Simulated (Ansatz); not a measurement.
**AlH2− (singlet): RPA-PBE over a scan of the angle H2–Al1–H3, 6-31++G****

How well do these functionals follow the top wave-function level for AlH2− (singlet) over a scan of the angle H2–Al1–H3?

Program: Ansatz 0.2.0, Gaussian basis. Level of theory: 6-31++G**, all electrons in the functionals, frozen cores in the correlation of double hybrids and RPA. These are calculated values, not measurements.

Plan: RPA-PBE, at 67.0°; 84.2°; 93.2°; 107.1°; 125.3°; 137.5°; 159.5°; 180.0°.

13 further runs of the same task are left out: 7 that didn't finish, 6 set aside as unsound or not needed.

**1. The geometry**

The geometry derives from a PBE0/def2-TZVPD stationary point (not a proven minimum). One angle is set to the value named; bond lengths are kept.

3 atoms, charge -1, spin multiplicity 1.

Atoms are counted from 1 here; the program's logs count them from 0.

Bond lengths: Al1–H2 1.697 Å, Al1–H3 1.697 Å. Angles: H2–Al1–H3 93.2°.

No dispersion term is added.

The geometry shown and the zero of energy belong to the point 93.2°. The yardstick, FCI, and other wave-function levels (R restricted, U unrestricted, valence and pair active spaces) come from earlier runs.

**2. RPA-PBE, 67.0°**

Contents of in.yaml:

```yaml
crystal:
  periodic: [false, false, false]
  atoms:
    - {symbol: Al, position_ang: [0.000000, -0.098366, 0.000000]}
    - {symbol: H, position_ang: [0.000000, 1.316583, -0.936535]}
    - {symbol: H, position_ang: [0.000000, 1.316583, 0.936534]}
basis:
  gaussian: {orbitals: "6-31++G**"}
total_charge: -1
magnetization: {spin_polarized: true, initial_magnetization: 0}
hamiltonian: {xc: {name: PBE}}
correlation: {method: rpa, electrons: outside_noble_gas}
```

Started as:

```bash
$ ansatz run in.yaml --threads 1 --pin off --events-out ev --progress --plain --max-ram 2393MiB
```

The runs that follow: RPA-PBE, 84.2°; RPA-PBE, 93.2°; RPA-PBE, 107.1°; RPA-PBE, 125.3°; RPA-PBE, 137.5°; RPA-PBE, 159.5°; RPA-PBE, 180.0°.

Q: Predict the results of all the runs planned. Wanted: span of the FCI curve; largest miss, RPA-PBE.

The runs gave:

| quantity | value |
| --- | --- |
| span of the FCI curve | 53.1 kcal/mol |
| largest miss, RPA-PBE | +1.2 kcal/mol (125.3°) |

In words: RPA-PBE strays by up to 1.2 kcal/mol, at 125.3°. RPA-PBE clearly breaks the spin symmetry at some points (⟨S²⟩ up to 1.00 above the pure value), so energy there is bought with a mixed spin. Functionals and the yardstick converge differently with the basis, so part of each miss in 6-31++G** is the basis.
